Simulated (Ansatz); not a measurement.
## What a trial cell of Cs2K relaxes into

These are results of Ansatz, DFT PBE, scalar-relativistic, plane waves, PAW, not measurements.

Cs2K was placed on the cubic Laves (C15) structure type (Fd-3m, No. 227), with K in place of Mg, Cs in place of Cu, at a guessed volume.

The final relaxation ran on this input, with the default PAW datasets:

```yaml
crystal:
  lattice:
    - [0.0, 6.787997176, 6.787997176]
    - [6.787997176, 0.0, 6.787997176]
    - [6.787997176, 6.787997176, 0.0]
  atoms:
    - { symbol: K, position: [0.5, 0.5, 0.5] }
    - { symbol: K, position: [0.75, 0.75, 0.75] }
    - { symbol: Cs, position: [0.125, 0.125, 0.125] }
    - { symbol: Cs, position: [0.625, 0.125, 0.125] }
    - { symbol: Cs, position: [0.125, 0.125, 0.625] }
    - { symbol: Cs, position: [0.125, 0.625, 0.125] }
basis:
  ecutwfc: 420
kpoints:
  mp_grid: { grid: [6, 6, 6] }
hamiltonian:
  xc: pbe
scf:
  occupations: { method: gaussian, width: 0.1 }
output:
  forces: true
  stress: true
  eigenvalues: true
relax:
  adjacent_minimum: "off"
  f_tol: 0.01
  max_steps: 80
  cell: { stress_tol: 0.05 }
```

Launched as:

```bash
ansatz run input.yaml --threads 1 --pin off --max-ram 2560MiB --backend cpu --events-out ev --progress --plain --runs-dir out
```

Time: 32 s on 1 thread of Intel(R) Xeon(R) 6975P-C (Granite Rapids), with other jobs on the host, peak memory 0.91 GiB.

End of the output:

```
SCF converged after 9 iterations
Free energy (F): -25758.190988 eV
Harris-Foulkes:  -25758.190988 eV  (|F-HF|=1.46e-11)
Internal energy: -25758.157373 eV  (E = F + TS)
E sigma→0 (E₀):  -25758.174180 eV
Entropy (-TS):   -0.033615 eV (-5.602 meV/atom)
Fermi energy:    1.973027 eV
--- Per-component energies (eV) ---
  E_band       = -663.430761
  E_kinetic    = 1067.378065
  E_local      = -3204.947162  (includes V_loc(G=0)·N_el)
  E_nonlocal   = 146.857236
  E_hartree    = 1146.256212
  E_xc         = -958.952823
  E_vxc        = -824.194284  (∫ρ·V_xc dr)
  E_paw        = -21830.722138  (= ΣΔE_a)
  E_vpaw       = -141.037094  (= ΣTr[D̂ρ^β])
  E_aug_tail   = -0.000012  (compensation charges beyond the density's cutoff)
  E_ewald      = -2124.026751
  E_smearing   = -0.033615  (= −TS)
  E_closure    = 0.000000  (closes the sum)
  Σ components = -25758.190988   (vs F -25758.190988, Δ=0.00e0)
--- Forces (eV/Å), atoms counted from 1 ---
  atom   1  K      0.00000000     0.00000000     0.00000000
  atom   2  K      0.00000000     0.00000000     0.00000000
  atom   3  Cs     0.00000000     0.00000000     0.00000000
  atom   4  Cs     0.00000000     0.00000000     0.00000000
  atom   5  Cs     0.00000000     0.00000000     0.00000000
  atom   6  Cs     0.00000000     0.00000000     0.00000000
  max |Σ_I F_I| component: 1.01e-18 eV/Å
--- Stress (GPa, compression-positive) ---
        0.043549       0.000000       0.000000
        0.000000       0.043549       0.000000
        0.000000       0.000000       0.043549
  P = ⅓ Tr σ = 0.0435 GPa (0.435 kbar)
--- Relaxed structure (1 steps of the walk, 1 accepted, 1 SCFs on fresh bases) ---
  F+E_penalty+E_count = -25758.19098755 eV   max|allowed force component| = 1.277e-18 eV/Å   (the final SCF, on the basis selected at the relaxed cell)
  cell:  # Å, volume = 625.5398 Å³
    - [0.0, 6.787997, 6.787997]
    - [6.787997, 0.0, 6.787997]
    - [6.787997, 6.787997, 0.0]
  atoms:
    - { symbol: K, position: [0.500000, 0.500000, 0.500000] }
    - { symbol: K, position: [0.750000, 0.750000, 0.750000] }
    - { symbol: Cs, position: [0.125000, 0.125000, 0.125000] }
    - { symbol: Cs, position: [0.625, 0.125000, 0.125000] }
    - { symbol: Cs, position: [0.125000, 0.125000, 0.625000] }
    - { symbol: Cs, position: [0.125000, 0.625, 0.125000] }
```

Total energies depend on the potentials used, so only differences within one code and one set of settings carry meaning.

The result has space group Fd-3m (No. 227). K has 12 Cs at 5.63 Å and 4 K at 5.88 Å; Cs has 6 Cs at 4.80 Å and 6 K at 5.63 Å.

Against the elements it lies at 0.07 eV/atom. Energies over the elements count from the elements' standard structures at the same level, with no empirical corrections.

The k mesh leaves about 4 meV/atom of noise in metals.

A structure relaxed within its symmetry needn't be a true minimum.